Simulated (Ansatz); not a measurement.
Computed with Ansatz on PBE0-D4/def2-TZVP structures; ΔE is electronic, products minus reactants. CBS: MP2 limit from def2 TZ/QZ plus the TZ coupled-cluster correction, frozen cores. This one scheme is used for every species. DFT in def2-TZVPP.

`CC(C)(C)Cl` → HCl + `C=C(C)C`  (alkene loss)

`CC(C)(C)Cl`:

```xyz
14

C    -1.236    0.425   -0.632
C     0.144   -0.096   -0.286
C     1.015    0.989    0.315
C     0.070   -1.313    0.615
Cl    0.931   -0.622   -1.842
H    -1.173    1.275   -1.313
H    -1.841   -0.352   -1.101
H    -1.741    0.751    0.283
H     1.096    1.843   -0.359
H     2.019    0.615    0.522
H     0.572    1.330    1.256
H    -0.398   -1.035    1.564
H     1.066   -1.706    0.824
H    -0.524   -2.104    0.155
```

HCl:

```xyz
2

Cl   -0.144   -0.606    0.145
H     0.144    0.606   -0.145
```

`C=C(C)C`:

Z-matrix (Å, degrees):
```
C
C 1 1.496
H 1 1.095 2 110.8
H 1 1.091 2 111.9 3 -121.0
H 1 1.095 2 110.8 3 117.9
C 2 1.496 1 115.7 3 -58.8
C 2 1.329 1 122.2 3 121.2
H 6 1.095 2 110.8 1 59.4
H 6 1.095 2 110.8 1 -58.6
H 6 1.091 2 111.8 1 -179.6
H 7 1.085 2 121.4 1 180.0
H 7 1.085 2 121.4 1 -0.0
```

| species | LDA (SPW92) energy (Eh) |
| --- | --- |
| `CC(C)(C)Cl` | -615.13594 |
| HCl | -459.31375 |
| `C=C(C)C` | -155.77570 |

Problem. Work out ΔE.

Solution. ΔE = (-459.31375) + (-155.77570) − (-615.13594) = 0.04649 Eh = +122.1 kJ/mol. CCSD(T)/CBS gives +91.4 kJ/mol.

Largest T1 diagnostic among the species: 0.010.

From BLYP to BHLYP (50 % exact exchange), in def2-TZVPP and without D4, ΔE moves by +27.5 kJ/mol. In def2-TZVPP, CCSD(T) changes the Hartree–Fock value by +27.1 kJ/mol (the triples alone add +3.2 kJ/mol) and MP2 by +38.9 kJ/mol. Leaving LDA and LC-ωPBE aside and taking each functional with its dispersion term where it has one, the values, not all of them listed here, spread over 31.5 kJ/mol, from BLYP-D4 to PBE-QIDH. LDA lies +41.5 kJ/mol from PBE without D4.
